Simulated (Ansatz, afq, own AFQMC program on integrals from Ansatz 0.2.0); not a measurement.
Two steps: Ansatz 0.2.0 writes the Fock matrix and Cholesky factors of the valence space, and afq projects on them the lowest state that overlaps trial and start.

```yaml
crystal:
  periodic: [false, false, false]
  atoms:
    - {symbol: Si, position_ang: [-1.648661, 0.000000, 0.000000]}
    - {symbol: H, position_ang: [-2.143533, 1.399708, 0.000000]}
    - {symbol: H, position_ang: [-2.143532, -0.699854, 1.212183]}
    - {symbol: H, position_ang: [-2.143532, -0.699854, -1.212182]}
    - {symbol: H, position_ang: [0.206339, 0.000000, 0.000000]}
    - {symbol: Si, position_ang: [1.646339, 0.000000, 0.000000]}
    - {symbol: H, position_ang: [2.096313, -1.416253, 0.000000]}
    - {symbol: H, position_ang: [2.096313, 0.708127, -1.226512]}
    - {symbol: H, position_ang: [2.096313, 0.708127, 1.226511]}
basis:
  gaussian: {orbitals: cc-pVDZ}
magnetization: {spin_polarized: true, initial_magnetization: 1}
correlation: {method: ccsd_t, electrons: outside_noble_gas, hamiltonian_folder: ham}
```

```sh
$ ansatz run in.yaml --threads 1 --pin off --events-out ev --progress --plain --max-ram 16896MiB --backend cuda --devices 0, --max-vram 18GiB
```

afq runs on the folder ham with

```
--method phaseless --trial cisd --walkers 4000 --populations 20 --least-time 60 --time-step 0.005 --steps-per-block 50 --equilibration-blocks 28 --max-blocks 4000 --target-error 0.00023 --factor-cut 1e-05 --start spin_pure --seed 6347 --release-times 0.24,0.51,0.99,1.5 --release-step 0.03 --release-every 4 --taylor-order 6
```

Times are imaginary, in 1/Eh. The walk had a cap of 167 s. With eight or more populations the least sampling time is a fifth of least-time, and the error comes from their spread.

```
orbitals 61  electrons 8 7  factors 469 of 664
reference energy -581.82483317 Eh
CCSD correlation -0.28048956 Eh in 10 cycles, weight of the determinant in the CISD state 0.8559
energy of the start -582.104932 Eh
 block  time / (1/Eh)  mean weight  energy / Eh
     1     0.250  0.9999  -582.098606
     2     0.500  0.9999  -582.099833
     3     0.750  0.9999  -582.102304
     4     1.000  0.9998  -582.104721
     5     1.250  1.0000  -582.106579
    12     3.000  1.0000  -582.111522
    19     4.750  0.9999  -582.111966
    26     6.500  0.9998  -582.113349
    33     8.250  1.0002  -582.112386
    40    10.000  1.0000  -582.112675
    47    11.750  1.0000  -582.112683
    50    12.500  0.9999  -582.114555
    54    13.500  0.9999  -582.112235
    61    15.250  0.9998  -582.112516
    66    16.500  0.9997  -582.111596
    68    17.000  1.0003  -582.112073
    75    18.750  1.0000  -582.112270
    78    19.500  1.0001  -582.112381
error from the spread of 20 populations
released: time / (1/Eh)  energy / Eh  error  mean overlap
  0.24  -582.112499  0.000104  1.0010
  0.51  -582.112625  0.000109  0.9989
  0.99  -582.112771  0.000096  0.9913
  1.50  -582.112956  0.000093  0.9818
energy -582.112516 +/- 0.000122 Eh
(rows thinned)
```

Task: Estimate how long the walk took on 1 × NVIDIA H100 80GB HBM3 with 2 threads of AMD EPYC 7R13 Processor (Zen 3) (shared host) (the card was shared).

Result: 2.2 min of wall time.

The run passed its tests (sampling time, drift between the halves within three errors, error under three times the target), which doesn't prove that it has relaxed.

Against this walk (error 3.3 meV) on the same determinant: CCSD(T) 36.6 meV higher, CCSDT(Q) 4.3 meV lower (within the noise). The error is statistical and leaves out the bias of the constraint. The released energies are still falling (meV from the phaseless value at times in 1/Eh: 0 ± 3 at 0.24, -3 ± 3 at 0.51, -7 ± 3 at 0.99, -12 ± 3 at 1.50), so they give no level.

Cautions: constraint bias not in the error.

CCSDT and higher add their correlation energy to the determinant of the CCSD(T) run, since their own runs factorise the integrals more tightly (a shift of under 2 meV). A walk keeps the symmetry of its determinant, which the program's search chose and which needn't be the lowest solution, so a lower state of the same spin and another symmetry isn't excluded.
